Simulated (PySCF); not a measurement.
**One shape, several levels: doublet SiHClO+**

We compute a comparison of 6 runs (UB2PLYP/STO-3G, UPBE/STO-3G, NEVPT2(3,3)/STO-3G, UCCSDT/STO-3G, UCISD/STO-3G, UCCSD(T)/STO-3G) of doublet SiHClO+. Input form: a Python script.

The results are computed with PySCF 2.14.0.

6 further runs of the same task are left out: 6 set aside as unsound or not needed.

### Step 1. Starting point

SiHClO+ has 4 atoms, charge +1, and is taken as a doublet. As SMILES of the parent species, `O[Si]Cl`. The coordinates come from a PBE0-D4/def2-TZVP relaxation. That shape belongs to the parent species and isn't relaxed for this state.

Bond lengths: O1–Si2 1.637 Å, Si2–Cl3 2.110 Å, O1–H4 0.963 Å. Angles: O1–Si2–Cl3 101.3°, Si2–O1–H4 120.4°.

### Step 2. The energy at UB2PLYP/STO-3G (run 1)

The input, run.py:

```python
from pyscf import gto, dft, mp

system = gto.Mole()
system.atom = [
    ('O', (-0.911800, 0.450200, -0.308700)),
    ('Si', (-0.434200, -0.789700, 0.647000)),
    ('Cl', (1.662300, -0.701000, 0.421400)),
    ('H', (-0.260800, 0.980400, -0.780000)),
]
system.verbose = 4
system.basis = 'sto-3g'
system.charge = 1
system.max_memory = 1860
system.spin = 1
system.build()

ks = dft.UKS(system, xc='0.53*HF + 0.47*B88, 0.73*LYP')
ks.conv_tol = 1e-10
ks.grids.level = 5
ks.kernel()
if not ks.converged:
    ks = ks.newton().run(ks.mo_coeff, ks.mo_occ)

pt = mp.MP2(ks, frozen=11).run()
e_final = ks.e_tot + 0.27 * pt.e_corr
print('PT2 part  %.8f' % (0.27 * pt.e_corr))
print(f'total energy: {e_final:.8f} hartree')
```

Launch:

```sh
$ OMP_NUM_THREADS=1 python run.py
```

Output:

```text
PySCF version 2.14.0

[... 55 lines left out ...]
WARN: HOMO -0.265964936355322 >= LUMO -0.265964936355324
[... 54 lines left out ...]
converged SCF energy = -815.424117574296  <S^2> = 0.76456567  2S+1 = 2.014513
[... 1 line left out ...]
******** <class 'pyscf.mp.ump2.UMP2'> ********
nocc = (np.int64(9), np.int64(8)), nmo = (13, 13)
frozen orbitals 11
E(UMP2) = -815.557123160963  E_corr = -0.133005586667219
E(SCS-UMP2) = -815.557881093001  E_corr = -0.133763518704885
E_corr(same-spin) = -0.0298190599566666
E_corr(oppo-spin) = -0.103186526710552
PT2 part  -0.03591151
total energy: -815.46002908 hartree
```

Run time: 6.6 s. Hardware: 1 thread of Arm Neoverse V1, shared host; peak memory 0.23 GiB.

### Step 3. The energy at UPBE/STO-3G (run 2)

The input, calc.py:

```python
from pyscf import gto, dft

molecule = gto.M(
    atom='O -0.911800 0.450200 -0.308700; Si -0.434200 -0.789700 0.647000; Cl 1.662300 -0.701000 0.421400; H -0.260800 0.980400 -0.780000',
    max_memory=1860,
    verbose=3,
    charge=1,
    spin=1,
    basis='sto-3g',
)

ks = dft.UKS(molecule)
ks.xc = 'pbe'
ks.conv_tol = 1e-10
ks.grids.level = 5
ks.kernel()
if not ks.converged:
    ks = ks.newton().run(ks.mo_coeff, ks.mo_occ)

etot = ks.e_tot
print('E = %.10f Eh' % etot)
```

Launch:

```sh
$ OMP_NUM_THREADS=1 python calc.py
```

Output:

```text
WARN: HOMO -0.254626660307904 >= LUMO -0.254626660307902

converged SCF energy = -815.412586859573  <S^2> = 0.75405797  2S+1 = 2.0040539
E = -815.4125868596 Eh
```

Wall time 5.7 s (1 thread of Arm Neoverse V1, shared host); peak memory 0.22 GiB.

Runs 3 to 4 aren't shown in full; the table further down has their settings and results.

### Step 4. The energy at UCISD/STO-3G (run 5)

The input, run.py:

```python
from pyscf import gto, scf, ci

system = gto.M(
    atom='''
O     -0.911800     0.450200    -0.308700
Si    -0.434200    -0.789700     0.647000
Cl     1.662300    -0.701000     0.421400
H     -0.260800     0.980400    -0.780000
''',
    spin=1,
    charge=1,
    verbose=3,
    max_memory=1860,
    basis='sto-3g',
)

mf = scf.UHF(system)
mf.conv_tol = 1e-10
mf.kernel()
if not mf.converged:
    mf = mf.newton().run(mf.mo_coeff, mf.mo_occ)

cisd = ci.CISD(mf, frozen=11)
cisd.kernel()
etot = cisd.e_tot
print('E = %.10f Eh' % etot)
```

Launch:

```sh
$ OMP_NUM_THREADS=1 python run.py
```

Output:

```text
converged SCF energy = -814.39060385708  <S^2> = 0.77543894  2S+1 = 2.0252792
E(UCISD) = -814.4927521051299  E_corr = -0.1021482480495942
E = -814.4927521051 Eh
```

It took 0.83 s on 1 thread of Arm Neoverse V1, shared host; peak memory 0.1 GiB.

### Step 5. A single-point energy at UCCSD(T)/STO-3G (run 6)

The input, calc.py:

```python
from pyscf import gto, cc

system = gto.M(
    atom=[
    ('O', (-0.911800, 0.450200, -0.308700)),
    ('Si', (-0.434200, -0.789700, 0.647000)),
    ('Cl', (1.662300, -0.701000, 0.421400)),
    ('H', (-0.260800, 0.980400, -0.780000)),
],
    verbose=3,
    spin=1,
    max_memory=1860,
    charge=1,
    basis='sto-3g',
)

hf = system.UHF()
hf.conv_tol = 1e-10
hf.kernel()
if not hf.converged:
    hf = hf.newton().run(hf.mo_coeff, hf.mo_occ)

mycc = cc.CCSD(hf, frozen=11)
mycc.kernel()
e_t = mycc.ccsd_t()
e_final = mycc.e_tot + e_t
print('Final energy', e_final)
```

Launch:

```sh
$ OMP_NUM_THREADS=1 python calc.py
```

Output:

```text
converged SCF energy = -814.39060385708  <S^2> = 0.77543894  2S+1 = 2.0252792
E(UCCSD) = -814.4961929335598  E_corr = -0.1055890764795846
UCCSD(T) correction = -0.00799661337363518
Final energy -814.5041895469334
```

Wall time 1.1 s (1 thread of Arm Neoverse V1, shared host); peak memory 0.12 GiB.

### Step 6. All runs side by side

```tsv
run	level	frozen core orbitals	integration grid	energy (Eh)	HOMO energy (eV)	LUMO energy (eV)	⟨S²⟩	wall time
1	UB2PLYP/STO-3G	11	5	-815.460029	-15.27	-9.48	0.765	6.6 s
2	UPBE/STO-3G	–	5	-815.412587	-12.46	-11.72	0.754	5.7 s
3	NEVPT2(3,3)/STO-3G	–	–	-814.480709	–	–	–	2.2 s
4	UCCSDT/STO-3G	11	–	-814.505698	-17.49	-6.68	0.775	3.9 s
5	UCISD/STO-3G	11	–	-814.492752	-17.49	-6.68	0.775	0.83 s
6	UCCSD(T)/STO-3G	11	–	-814.504190	-17.49	-6.68	0.775	1.1 s
```

### Step 7. Summary of results

```
                                                         quantity          value
                                              run 6: total energy  -814.50419 Eh
run 6: HOMO energy (Hartree–Fock orbitals) (highest over α and β)      -17.49 eV
 run 6: LUMO energy (Hartree–Fock orbitals) (lowest over α and β)       -6.68 eV
              run 6: correlation energy (11 core orbitals frozen)     -113.6 mEh
                                            run 6: (T) correction      -8.00 mEh
                         run 6: ⟨S²⟩ of the reference determinant          0.775
                                             run 6: T1 diagnostic          0.032
```

What this shows: Totals of different functionals can't be ranked against each other. In runs 1, 2, 3, 4, 5, 6 the basis is minimal, so the values are rough. All runs together took 20 s, the longest 6.6 s.
